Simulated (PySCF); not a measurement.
Cost of excited-state runs on `C[C@@H]1C[C@@H]1CF`, C5H9F

Molfile (atoms numbered from 1):
```
C5H9F
     RDKit          3D

 15 15  0  0  0  0  0  0  0  0999 V2000
    1.6207   -0.7255   -0.1344 C   0  0  0  0  0  0  0  0  0  0  0  0
    0.8026    0.5400   -0.1508 C   0  0  2  0  0  0  0  0  0  0  0  0
    0.0979    1.0131    1.0832 C   0  0  0  0  0  0  0  0  0  0  0  0
   -0.7042    0.5731   -0.1118 C   0  0  2  0  0  0  0  0  0  0  0  0
   -1.6213   -0.6301   -0.0409 C   0  0  0  0  0  0  0  0  0  0  0  0
   -0.9697   -1.8381   -0.0116 F   0  0  0  0  0  0  0  0  0  0  0  0
    1.2638   -1.4199    0.6194 H   0  0  0  0  0  0  0  0  0  0  0  0
    1.5831   -1.2218   -1.1020 H   0  0  0  0  0  0  0  0  0  0  0  0
    2.6588   -0.4814    0.0858 H   0  0  0  0  0  0  0  0  0  0  0  0
    1.2435    1.3116   -0.7737 H   0  0  0  0  0  0  0  0  0  0  0  0
    0.1063    0.3518    1.9368 H   0  0  0  0  0  0  0  0  0  0  0  0
    0.1160    2.0607    1.3432 H   0  0  0  0  0  0  0  0  0  0  0  0
   -1.1640    1.3663   -0.6907 H   0  0  0  0  0  0  0  0  0  0  0  0
   -2.2424   -0.5982    0.8634 H   0  0  0  0  0  0  0  0  0  0  0  0
   -2.2693   -0.6617   -0.9243 H   0  0  0  0  0  0  0  0  0  0  0  0
  1  2  1  0
  2  3  1  0
  3  4  1  0
  4  5  1  0
  5  6  1  0
  4  2  1  0
  1  7  1  0
  1  8  1  0
  1  9  1  0
  2 10  1  6
  3 11  1  0
  3 12  1  0
  4 13  1  6
  5 14  1  0
  5 15  1  0
M  END
```

PySCF with density fitting, on 1 thread of an Arm Neoverse V1, shared host. Command: `OMP_NUM_THREADS=1 python excited_run.py task.json out`

Q: How long does this run take, and how much memory?
- magnetisability and related constants, B3LYP/pcSseg-1; usual settings

A: 
| run | level | basis functions | wall time | peak memory (GiB) |
| --- | --- | --- | --- | --- |
| magnetisability and related constants | B3LYP/pcSseg-1 | 147 | 21 s | 0.79 |

Times from a shared host are rough.
